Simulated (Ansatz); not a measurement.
This geometry of AlClH4 (6 atoms, charge 0, multiplicity 1) is a first-order saddle point.

Theory: Ansatz, RKS B3LYP-D4/def2-SVP.

```xyz
6
Properties=species:S:1:pos:R:3
Al 0.008 -0.068 0.033
H 0.012 0.141 1.669
H 1.405 0.147 -0.668
H -1.407 0.069 -0.650
Cl 0.080 -2.437 1.002
H 0.051 -1.232 1.712
```

Which two structures does it join? (They come from a converged band through this point; their orientation in space is the band's.)

Bonds broken: Al1–H2, Cl5–H6. Bonds formed: Al1–Cl5, H2–H6. AlClH4 becomes AlClH2 + H2.

First end point:

```xyz
6
Properties=species:S:1:pos:R:3
Al 0.001 0.163 0.014
H -0.004 0.687 1.519
H 1.373 0.123 -0.783
H -1.376 0.047 -0.766
Cl 0.079 -2.397 0.940
H 0.075 -2.003 2.174
```

Last end point:

```xyz
6
Properties=species:S:1:pos:R:3
Al 0.022 -0.610 -0.234
H 0.010 0.252 1.983
H 1.394 0.126 -0.474
H -1.392 0.049 -0.456
Cl 0.082 -2.696 0.171
H 0.033 -0.502 2.107
```

How far does it lie above each of them?

0.097 eV above the first and 1.365 eV above the second. This is the barrier of this one path; another mechanism may lie lower. The orbitals stay closed-shell, which can raise the energy where a bond breaks towards radicals; this wasn't checked here.

The run took 65 s on 1 thread of Arm Neoverse V1, with other jobs on the host, peak memory 0.1 GiB.
